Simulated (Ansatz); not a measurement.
## CH4O2S, SMILES OC(O)S: a rigid torsion scan

Program: Ansatz 0.2.0, Python API.

`ch4o2s_torsion.py`
```python
'''Rigid torsion scan of CH4O2S.'''

import logging
import sys

import ansatz as az
from ase import Atoms

logging.basicConfig(stream=sys.stdout, format='%(levelname)s:%(name)s:%(message)s')
logger = logging.getLogger('ansatz_job')
logger.setLevel(logging.INFO)

BASIS_SET = '6-31G*'
XC = 'pbe0'
FORCE_TOL = 0.02
LEVEL = 'mp2'

atoms = Atoms(['O', 'C', 'O', 'S', 'H', 'H', 'H', 'H'], positions=[
    (-0.8862, 0.1712, -0.8412),
    (-0.1264, 0.283, 0.2909),
    (1.1109, 0.7331, -0.1342),
    (0.0871, -1.3215, 1.0472),
    (-1.0391, 1.1354, -1.1423),
    (-0.5442, 1.0154, 1.0042),
    (1.6868, -0.0855, -0.1929),
    (-0.1967, -1.9882, -0.0875),
])

# relax first, so that the scan starts from a minimum
first = (
    az.Crystal.molecule_from_ase(atoms).calculation()
    .basis(gaussian=BASIS_SET)
    .accuracy('medium')
    .scf(lower_state_search='off')
    .functional(XC)
    .relax(force_tolerance=FORCE_TOL, max_steps=80)
)
atoms.positions = first.run(threads=1).report['positions_ang']

start = atoms.get_dihedral(2, 1, 0, 4)
energies = {}
for turn in range(0, 360, 30):
    turned = atoms.copy()
    turned.set_dihedral(2, 1, 0, 4, start + turn, indices=[0, 4])
    job = (
        az.Crystal.molecule_from_ase(turned).calculation()
        .basis(gaussian=BASIS_SET)
        .correlation(LEVEL)
        .accuracy('medium')
        .scf(lower_state_search='off')
    )
    energies[round((start + turn) % 360)] = job.run(threads=1).report['free_energy_ev']
floor = min(energies.values())
logger.info('dihedral O2-C1-O0-H4 (deg)   E - E(min) (kcal/mol)')
for angle, e in sorted(energies.items()):
    logger.info(f'{angle:8d} {23.060548 * (e - floor):14.3f}  ' + '#' * int(30 * (e - floor) / max(max(energies.values()) - floor, 1e-9)))
```

```console
$ python ch4o2s_torsion.py
INFO:ansatz_job:dihedral O2-C1-O0-H4 (deg)   E - E(min) (kcal/mol)
INFO:ansatz_job:      27          4.639  #################
INFO:ansatz_job:      57          3.087  ###########
INFO:ansatz_job:      87          3.190  ############
INFO:ansatz_job:     117          6.333  #######################
INFO:ansatz_job:     147          7.963  ##############################
INFO:ansatz_job:     177          6.422  ########################
INFO:ansatz_job:     207          5.030  ##################
INFO:ansatz_job:     237          3.575  #############
INFO:ansatz_job:     267          1.313  ####
INFO:ansatz_job:     297          0.000
INFO:ansatz_job:     327          1.266  ####
INFO:ansatz_job:     357          3.923  ##############
```

Notes:
- The settings weren't tested for convergence.
- The scan is rigid and the energies are electronic, in a modest basis. With rigid groups the curve can differ much from the relaxed path, the start wasn't checked as a minimum of this torsion, and equivalent turns needn't return to the same energy.
- The start is relaxed with a density functional and scanned with the wavefunction method, so it isn't exactly that method's minimum.
- The whole script took 57 s on 1 thread of Arm Neoverse V1, on a shared host, peak memory 0.2 GiB.

(Lines on the test bed's own set-up are left out of the output.)
